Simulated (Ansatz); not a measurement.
# C3H4FN: up Jacob's ladder to CCSD(T)

Aim: compute C3H4FN with functionals from several rungs and with coupled cluster. The yardstick is the atomisation energy at the CCSD(T) limit.

Method: functionals in def2-TZVPP, the program's frozen cores in correlated methods; program: Ansatz 0.2.0, Gaussian basis.

Levels to be run: LDA (SPW92), PBE-D4, revPBE-D4, BLYP-D4, r2SCAN-D4, B97M-V, PBE0-D4, B3LYP-D4, r2SCANh-D4, r2SCAN0-D4, HSE06-D4, BHLYP-D4, CAM-B3LYP-D4, LC-ωPBE, ωB97X-V, ωB97M-V, B2PLYP, PBE-QIDH; CCSD(T)/def2-SVP; CCSD(T)/def2-TZVPP; MP2/def2-QZVPP; extrapolation to the limit; RPA on PBE.

**1. The geometry**

All runs share one geometry, relaxed beforehand with PBE0-D4 in a triple-zeta def2 set.

SMILES `N=C=CCF`, 9 atoms, charge 0, spin multiplicity 1.

Atoms are counted from 1 here; the program's logs count them from 0.

Bond lengths: N1–C2 1.217 Å, N1–H6 1.018 Å, C2–C3 1.307 Å, C3–C4 1.495 Å, C3–H7 1.084 Å, C4–F5 1.377 Å, C4–H8 1.096 Å, C4–H9 1.096 Å. Angles: C2–N1–H6 116.0°, N1–C2–C3 174.7°, C2–C3–C4 123.3°, C2–C3–H7 118.3°, C4–C3–H7 118.3°, C3–C4–F5 110.9°, C3–C4–H8 110.6°, C3–C4–H9 111.2°, F5–C4–H8 108.0°, F5–C4–H9 107.6°, H8–C4–H9 108.4°.

As a file:

| atom | x (Å) | y (Å) | z (Å) |
| --- | --- | --- | --- |
| N1 | 0.4457 | 2.0981 | -0.8644 |
| C2 | 0.4863 | 0.9256 | -0.5402 |
| C3 | 0.5893 | -0.2978 | -0.0931 |
| C4 | -0.4648 | -0.9618 | 0.7332 |
| F5 | -1.6069 | -0.1943 | 0.7822 |
| H6 | 0.0129 | 2.2986 | -1.7642 |
| H7 | 1.4790 | -0.8643 | -0.3441 |
| H8 | -0.7292 | -1.9370 | 0.3094 |
| H9 | -0.1239 | -1.1136 | 1.7641 |

**2. LDA**

This LDA is Slater exchange with PW92 correlation.

Input file in.yaml:

```yaml
crystal:
  periodic: [false, false, false]
  atoms:
    - {symbol: N, position_ang: [0.445670, 2.098117, -0.864396]}
    - {symbol: C, position_ang: [0.486303, 0.925603, -0.540221]}
    - {symbol: C, position_ang: [0.589305, -0.297776, -0.093149]}
    - {symbol: C, position_ang: [-0.464773, -0.961781, 0.733231]}
    - {symbol: F, position_ang: [-1.606904, -0.194251, 0.782178]}
    - {symbol: H, position_ang: [0.012851, 2.298554, -1.764178]}
    - {symbol: H, position_ang: [1.479035, -0.864272, -0.344117]}
    - {symbol: H, position_ang: [-0.729204, -1.936976, 0.309423]}
    - {symbol: H, position_ang: [-0.123883, -1.113619, 1.764130]}
basis:
  gaussian: {orbitals: def2-TZVPP}
hamiltonian: {xc: lda}
output: {orbitals: {seedname: orbitals}}
```

Run with:

```
$ ansatz run in.yaml --threads 2 --pin off --events-out ev --progress --plain --max-ram 4352MiB
```

The runs that follow: PBE-D4 (GGA); revPBE-D4 (GGA); BLYP-D4 (GGA); r2SCAN-D4 (meta-GGA); B97M-V (meta-GGA); B3LYP-D4 (hybrid); r2SCANh-D4 (hybrid); r2SCAN0-D4 (hybrid); HSE06-D4 (hybrid); BHLYP-D4 (hybrid); CAM-B3LYP-D4 (range-separated); LC-ωPBE (range-separated); ωB97X-V (range-separated); ωB97M-V (range-separated); B2PLYP (double hybrid); PBE-QIDH (double hybrid); CCSD(T) in def2-SVP; CCSD(T) in def2-TZVPP; MP2 in def2-QZVPP; RPA on PBE orbitals.

Before running them: what should the planned runs give, taken together? Wanted: atomisation energy, CCSD(T)/CBS; farthest beyond LDA; mean size of error, GGA; mean size of error, meta-GGA; mean size of error, hybrid; mean size of error, range-separated; mean size of error, double hybrid; gap, smallest and largest; T1 diagnostic.

**Answer**, as computed:

```
                               quantity                                      value
        atomisation energy, CCSD(T)/CBS                                  38.411 eV
    functionals within 0.192 eV (0.5 %)               r2SCANh-D4, B2PLYP, PBE-QIDH
                    farthest beyond LDA                         PBE-D4 (+1.885 eV)
                mean size of error, GGA                                   1.090 eV
           mean size of error, meta-GGA                                   0.312 eV
             mean size of error, hybrid                                   0.617 eV
    mean size of error, range-separated                                   0.322 eV
      mean size of error, double hybrid                                   0.074 eV
              gap, smallest and largest  4.09 eV (LDA (SPW92)), 11.56 eV (LC-ωPBE)
                          T1 diagnostic                                     0.0133
triples share of the correlation energy                                      4.1 %
```

**Reading.** LDA overbinds by 6.978 eV (18 %). PBE-D4 misses by +1.885 eV. Double hybrids carry the basis error of their MP2 part in triple zeta, and no dispersion term here, so their miss is partly the set-up's. Taken by rung, double hybrid functionals do best (0.074 eV on average) and GGA ones worst beyond LDA (1.090 eV). Misses under about 0.192 eV are within the doubt on the reference itself, which lacks core-valence correlation, relativity and higher excitations. Hartree-Fock recovers 69 % of the binding; the rest is correlation. CCSD(T) in def2-SVP is off by -1.877 eV, more than most functionals: a good method in a small basis is no reference. The gap grows from 4.1 to 11.6 eV across the functionals, mostly with the share of exact exchange.
